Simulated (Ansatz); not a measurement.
# Atomization energy of C₂H₂, singlet, from cheap to dear

Geometry (MP2(full)/6-31G*, from the G2/97 set):

```xyz
4

C     0.0000    0.0000    0.6081
C     0.0000    0.0000   -0.6081
H     0.0000    0.0000   -1.6740
H     0.0000    0.0000    1.6740
```

Measured, as an electronic atomization energy: 405.5 kcal/mol (G2/97 heats of formation of molecule and atoms, with zero-point and thermal terms from B3LYP taken off; Curtiss et al., J. Chem. Phys. 106, 1063 (1997), Staroverov et al., J. Chem. Phys. 119, 12129 (2003)). The measured value holds scalar relativity and spin–orbit coupling, which all computed ones lack, and core correlation, which the wave-function levels lack. Atoms are taken at the same level; beside RHF, RMP2 and RCC rows they are unrestricted. Truncated CI is not size-consistent. The atoms' steps beyond CCSDT(Q) are taken from restricted open-shell runs, which share full CI's core. Ansatz 0.2.0; the 6-31G* set has Cartesian d functions; a miss is computed less measured; times are wall times on shared hosts and scatter by a factor of two or so. A small miss in a small set is a cancellation of the method's error against the basis error.

```tsv
level	basis	miss (kcal/mol)	time of the run	hardware
RMP2	STO-3G	4.8	–	–
RCCSDT(Q)	STO-3G	5.1	0.5 s	1 CPU thread
PBE	STO-3G	64.8	0.49 s	1 CPU thread
r2SCAN	STO-3G	45.2	1.4 s	1 CPU thread
B3LYP	STO-3G	43.3	0.32 s	1 CPU thread
wB97M-V	STO-3G	54.6	1.1 s	1 CPU thread
RHF	6-31G	-129.9	–	–
RCCSD(T)	6-31G	-47.8	0.22 s	1 CPU thread
RCCSDT(Q)	6-31G	-47.2	0.92 s	1 CPU thread
MRCISD+Q (valence space)	6-31G	-47.6	10 s	1 CPU thread
full CI	6-31G	-47.2	29 s	H100 + 2 CPU threads
B3LYP	6-31G	-13.9	0.56 s	1 CPU thread
wB97M-V	6-31G	-10.0	1.8 s	1 CPU thread
B2PLYP	6-31G	-23.8	0.71 s	1 CPU thread
RHF	6-31G*	-118.5	0.25 s	1 CPU thread
RMP2	6-31G*	-26.3	–	–
RCCSDTQ	6-31G*	-33.8	17 s	H100 + 2 CPU threads
PBE	6-31G*	4.8	0.27 s	1 CPU thread
r2SCAN	6-31G*	-9.1	0.58 s	1 CPU thread
B2PLYP	6-31G*	-14.6	0.59 s	1 CPU thread
RCCSD(T)	cc-pVDZ	-34.7	0.37 s	1 CPU thread
RCCSDT(Q)	cc-pVDZ	-34.2	4.8 s	1 CPU thread
RCCSDTQ	cc-pVDZ	-34.2	20 s	H100 + 2 CPU threads
MRCISD+Q (valence space)	cc-pVDZ	-35.8	13 s	1 CPU thread
PBE	cc-pVDZ	1.4	0.35 s	1 CPU thread
B3LYP	cc-pVDZ	-12.3	0.49 s	1 CPU thread
B2PLYP	cc-pVDZ	-16.6	0.53 s	1 CPU thread
RHF	cc-pVTZ	-113.8	1.8 s	1 CPU thread
RCCSD(T)	cc-pVTZ	-12.4	11 s (with forces)	1 CPU thread
RCCSDT(Q)	cc-pVTZ	-12.3	22 s	H100 + 2 CPU threads
MRCISD+Q (valence space)	cc-pVTZ	-14.4	27 s	H100 + 2 CPU threads
PBE	cc-pVTZ	9.2	2.1 s	1 CPU thread
r2SCAN	cc-pVTZ	-3.3	1.4 s (with forces)	1 CPU thread
B3LYP	cc-pVTZ	-3.1	0.74 s	1 CPU thread
wB97M-V	cc-pVTZ	-2.2	2.7 s (with forces)	1 CPU thread
B2PLYP	cc-pVTZ	-3.5	1.4 s	1 CPU thread
RCCSDT(Q)	cc-pVQZ	-6.2	65 s	H100 + 2 CPU threads
r2SCAN	cc-pVQZ	-3.0	15 s	H100 + 2 CPU threads
wB97M-V	cc-pVQZ	-1.8	21 s	H100 + 2 CPU threads
B2PLYP	cc-pVQZ	-1.1	13 s	H100 + 2 CPU threads
```

HF's time is that of a plain UHF run. A dash: the level came out of a higher level's run.

A composite of the best parts (restricted reference, at this geometry, which isn't the minimum of the high levels):

```tsv
part	kcal/mol
Hartree–Fock limit (T, Q; exp(−5.46 √X))	292.71
CCSD(T) correlation limit (T, Q; X⁻³)	110.63
CCSDT − CCSD(T) (QZ)	-0.67
(Q) (QZ)	0.80
CCSDTQ − CCSDT(Q) (DZ)	-0.06
sum	403.4
sum less measured	-2.1
```
